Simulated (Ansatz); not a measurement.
Harmonic vibrations of CH$_{5}$BSi (`B1C[SiH2]1`) by finite differences.

```yaml
crystal:
  periodic: [false, false, false]
  atoms:
    - {symbol: B, position_ang: [-0.998469, 0.252625, -0.555360]}
    - {symbol: C, position_ang: [-0.030914, 0.878802, 0.382583]}
    - {symbol: Si, position_ang: [0.309829, -1.060048, -0.123600]}
    - {symbol: H, position_ang: [-1.560728, 0.669895, -1.513811]}
    - {symbol: H, position_ang: [0.110452, 0.559016, 1.418071]}
    - {symbol: H, position_ang: [0.408692, 1.860825, 0.217550]}
    - {symbol: H, position_ang: [0.502555, -1.696138, 1.198502]}
    - {symbol: H, position_ang: [1.350784, -1.522176, -1.079734]}
basis:
  gaussian: {orbitals: def2-TZVP}
hamiltonian: {xc: pbe0, dispersion: d4}
phonons: {temperatures: {t_min: 298.15, t_max: 900, t_step: 200}}
```

```sh
$ ansatz run in.yaml --threads 2 --pin off --events-out ev --progress --plain --max-ram 4352MiB
```

Output, abridged:

```
Functional definition: PBE0
mean field -9665.38884780 eV, -355.1964887207 hartree, gradient 2.6e-5 eV, S^2 0.000000; 0 other end points of the search recorded, 0 dependent functions left out
mean field -9665.38875081 eV, -355.1964851566 hartree, gradient 1.2e-6 eV, S^2 0.000000; 0 other end points of the search recorded, 0 dependent functions left out
mean field -9665.38876229 eV, -355.1964855783 hartree, gradient 1.9e-6 eV, S^2 0.000000; 0 other end points of the search recorded, 0 dependent functions left out
mean field -9665.38878481 eV, -355.1964864059 hartree, gradient 1.0e-6 eV, S^2 0.000000; 0 other end points of the search recorded, 0 dependent functions left out
mean field -9665.38877926 eV, -355.1964862022 hartree, gradient 8.3e-7 eV, S^2 0.000000; 0 other end points of the search recorded, 0 dependent functions left out
mean field -9665.38874044 eV, -355.1964847754 hartree, gradient 1.5e-6 eV, S^2 0.000000; 0 other end points of the search recorded, 0 dependent functions left out
mean field -9665.38874684 eV, -355.1964850107 hartree, gradient 2.0e-6 eV, S^2 0.000000; 0 other end points of the search recorded, 0 dependent functions left out
mean field -9665.38877606 eV, -355.1964860846 hartree, gradient 1.9e-6 eV, S^2 0.000000; 0 other end points of the search recorded, 0 dependent functions left out
mean field -9665.38877008 eV, -355.1964858646 hartree, gradient 1.3e-6 eV, S^2 0.000000; 0 other end points of the search recorded, 0 dependent functions left out
mean field -9665.38870499 eV, -355.1964834728 hartree, gradient 1.9e-6 eV, S^2 0.000000; 0 other end points of the search recorded, 0 dependent functions left out
mean field -9665.38869689 eV, -355.1964831749 hartree, gradient 1.4e-6 eV, S^2 0.000000; 0 other end points of the search recorded, 0 dependent functions left out
mean field -9665.38870440 eV, -355.1964834508 hartree, gradient 1.9e-6 eV, S^2 0.000000; 0 other end points of the search recorded, 0 dependent functions left out
mean field -9665.38870464 eV, -355.1964834599 hartree, gradient 1.6e-6 eV, S^2 0.000000; 0 other end points of the search recorded, 0 dependent functions left out
mean field -9665.38878434 eV, -355.1964863888 hartree, gradient 2.1e-6 eV, S^2 0.000000; 0 other end points of the search recorded, 0 dependent functions left out
mean field -9665.38877658 eV, -355.1964861034 hartree, gradient 2.5e-6 eV, S^2 0.000000; 0 other end points of the search recorded, 0 dependent functions left out
mean field -9665.38878256 eV, -355.1964863234 hartree, gradient 2.9e-6 eV, S^2 0.000000; 0 other end points of the search recorded, 0 dependent functions left out
mean field -9665.38878591 eV, -355.1964864463 hartree, gradient 2.7e-6 eV, S^2 0.000000; 0 other end points of the search recorded, 0 dependent functions left out
mean field -9665.38876785 eV, -355.1964857827 hartree, gradient 2.5e-6 eV, S^2 0.000000; 0 other end points of the search recorded, 0 dependent functions left out
mean field -9665.38875597 eV, -355.1964853461 hartree, gradient 2.3e-6 eV, S^2 0.000000; 0 other end points of the search recorded, 0 dependent functions left out
mean field -9665.38882116 eV, -355.1964877419 hartree, gradient 1.9e-6 eV, S^2 0.000000; 0 other end points of the search recorded, 0 dependent functions left out
mean field -9665.38883212 eV, -355.1964881447 hartree, gradient 1.8e-6 eV, S^2 0.000000; 0 other end points of the search recorded, 0 dependent functions left out
mean field -9665.38883353 eV, -355.1964881962 hartree, gradient 2.0e-6 eV, S^2 0.000000; 0 other end points of the search recorded, 0 dependent functions left out
mean field -9665.38883104 eV, -355.1964881050 hartree, gradient 2.0e-6 eV, S^2 0.000000; 0 other end points of the search recorded, 0 dependent functions left out
mean field -9665.38879226 eV, -355.1964866798 hartree, gradient 1.7e-6 eV, S^2 0.000000; 0 other end points of the search recorded, 0 dependent functions left out
mean field -9665.38879953 eV, -355.1964869470 hartree, gradient 1.7e-6 eV, S^2 0.000000; 0 other end points of the search recorded, 0 dependent functions left out
mean field -9665.38883890 eV, -355.1964883936 hartree, gradient 2.1e-6 eV, S^2 0.000000; 0 other end points of the search recorded, 0 dependent functions left out
mean field -9665.38884143 eV, -355.1964884868 hartree, gradient 1.8e-6 eV, S^2 0.000000; 0 other end points of the search recorded, 0 dependent functions left out
mean field -9665.38882847 eV, -355.1964880105 hartree, gradient 1.2e-6 eV, S^2 0.000000; 0 other end points of the search recorded, 0 dependent functions left out
mean field -9665.38882694 eV, -355.1964879544 hartree, gradient 1.6e-6 eV, S^2 0.000000; 0 other end points of the search recorded, 0 dependent functions left out
mean field -9665.38875018 eV, -355.1964851333 hartree, gradient 2.0e-6 eV, S^2 0.000000; 0 other end points of the search recorded, 0 dependent functions left out
mean field -9665.38875332 eV, -355.1964852486 hartree, gradient 2.0e-6 eV, S^2 0.000000; 0 other end points of the search recorded, 0 dependent functions left out
mean field -9665.38882481 eV, -355.1964878759 hartree, gradient 1.7e-6 eV, S^2 0.000000; 0 other end points of the search recorded, 0 dependent functions left out
mean field -9665.38882316 eV, -355.1964878153 hartree, gradient 1.5e-6 eV, S^2 0.000000; 0 other end points of the search recorded, 0 dependent functions left out
mean field -9665.38876314 eV, -355.1964856096 hartree, gradient 2.3e-6 eV, S^2 0.000000; 0 other end points of the search recorded, 0 dependent functions left out
mean field -9665.38875775 eV, -355.1964854115 hartree, gradient 2.2e-6 eV, S^2 0.000000; 0 other end points of the search recorded, 0 dependent functions left out
mean field -9665.38883788 eV, -355.1964883562 hartree, gradient 9.8e-7 eV, S^2 0.000000; 0 other end points of the search recorded, 0 dependent functions left out
mean field -9665.38882981 eV, -355.1964880597 hartree, gradient 3.0e-6 eV, S^2 0.000000; 0 other end points of the search recorded, 0 dependent functions left out
mean field -9665.38884396 eV, -355.1964885798 hartree, gradient 2.3e-6 eV, S^2 0.000000; 0 other end points of the search recorded, 0 dependent functions left out
mean field -9665.38884071 eV, -355.1964884604 hartree, gradient 1.2e-6 eV, S^2 0.000000; 0 other end points of the search recorded, 0 dependent functions left out
mean field -9665.38882781 eV, -355.1964879860 hartree, gradient 1.8e-6 eV, S^2 0.000000; 0 other end points of the search recorded, 0 dependent functions left out
mean field -9665.38883783 eV, -355.1964883543 hartree, gradient 2.4e-6 eV, S^2 0.000000; 0 other end points of the search recorded, 0 dependent functions left out
mean field -9665.38880169 eV, -355.1964870261 hartree, gradient 2.6e-6 eV, S^2 0.000000; 0 other end points of the search recorded, 0 dependent functions left out
mean field -9665.38879947 eV, -355.1964869446 hartree, gradient 2.2e-6 eV, S^2 0.000000; 0 other end points of the search recorded, 0 dependent functions left out
mean field -9665.38882208 eV, -355.1964877756 hartree, gradient 8.6e-7 eV, S^2 0.000000; 0 other end points of the search recorded, 0 dependent functions left out
mean field -9665.38881571 eV, -355.1964875414 hartree, gradient 2.8e-6 eV, S^2 0.000000; 0 other end points of the search recorded, 0 dependent functions left out
mean field -9665.38883339 eV, -355.1964881911 hartree, gradient 2.6e-6 eV, S^2 0.000000; 0 other end points of the search recorded, 0 dependent functions left out
mean field -9665.38884316 eV, -355.1964885502 hartree, gradient 2.1e-6 eV, S^2 0.000000; 0 other end points of the search recorded, 0 dependent functions left out
mean field -9665.38881870 eV, -355.1964876514 hartree, gradient 1.8e-6 eV, S^2 0.000000; 0 other end points of the search recorded, 0 dependent functions left out
mean field -9665.38882392 eV, -355.1964878431 hartree, gradient 2.1e-6 eV, S^2 0.000000; 0 other end points of the search recorded, 0 dependent functions left out
Total energy: -9665.49589479 eV, -355.2004226252 hartree
Atom 0 at    -0.998469     0.252625    -0.555360 Å, force     0.000504    -0.000996     0.000412 eV/Å
Atom 1 at    -0.030914     0.878802     0.382583 Å, force    -0.000106     0.001155    -0.001895 eV/Å
Atom 2 at     0.309829    -1.060048    -0.123600 Å, force    -0.000602     0.000520     0.000731 eV/Å
Atom 3 at    -1.560728     0.669895    -1.513811 Å, force    -0.000556    -0.000146    -0.000418 eV/Å
Atom 4 at     0.110452     0.559016     1.418071 Å, force    -0.000066    -0.000540     0.000163 eV/Å
Atom 5 at     0.408692     1.860825     0.217550 Å, force     0.000751    -0.000247     0.001212 eV/Å
Atom 6 at     0.502555    -1.696138     1.198502 Å, force     0.000045    -0.000014     0.000086 eV/Å
Atom 7 at     1.350784    -1.522176    -1.079734 Å, force     0.000029     0.000268    -0.000291 eV/Å
Dipole moment:     0.146861    -0.016894     0.121842 e Å
Vibrations: 301.22 446.43 556.41 576.37 629.63 673.94 747.48 795.63 874.88 956.91 985.48 1174.17 1424.69 2217.83 2258.55 2700.54 3103.85 3164.58 cm⁻¹, zero-point energy 1.462305 eV
```

It took 48 s on 2 threads of an Arm Neoverse V2 on a shared host, with 0.21 GiB of host memory at the peak.
